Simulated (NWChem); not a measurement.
System: methane (CH$_{4}$); SMILES C

All runs: NWChem. Pople sets run with spherical d functions. Geometry: optimised at PBE0/def2-SVP. B3LYP is NWChem's, with the RPA form of VWN correlation.

Taking B3LYP/aug-cc-pVTZ as the yardstick, which of these has the fewest basis functions while keeping “highest occupied level (eV)” within 0.2 eV of it: B3LYP/6-31G*; B3LYP/def2-TZVP; B3LYP/def2-SVP; B3LYP/def2-SVPD; B3LYP/6-31+G*; B3LYP/STO-3G; B3LYP/3-21G; B3LYP/6-311++G**?

B3LYP/3-21G.
| level | basis functions | highest occupied level (eV) |
|---|---|---|
| B3LYP/STO-3G | 9 | -9.78 |
| B3LYP/3-21G | 17 | -10.56 |
| B3LYP/6-31G* | 22 | -10.57 |
| B3LYP/6-31+G* | 26 | -10.72 |
| B3LYP/def2-SVP | 34 | -10.62 |
| B3LYP/6-311++G** | 50 | -10.73 |
| B3LYP/def2-SVPD | 52 | -10.72 |
| B3LYP/def2-TZVP | 55 | -10.72 |
| B3LYP/aug-cc-pVTZ | 138 | -10.72 |

The yardstick is one finite set, not the basis-set limit.
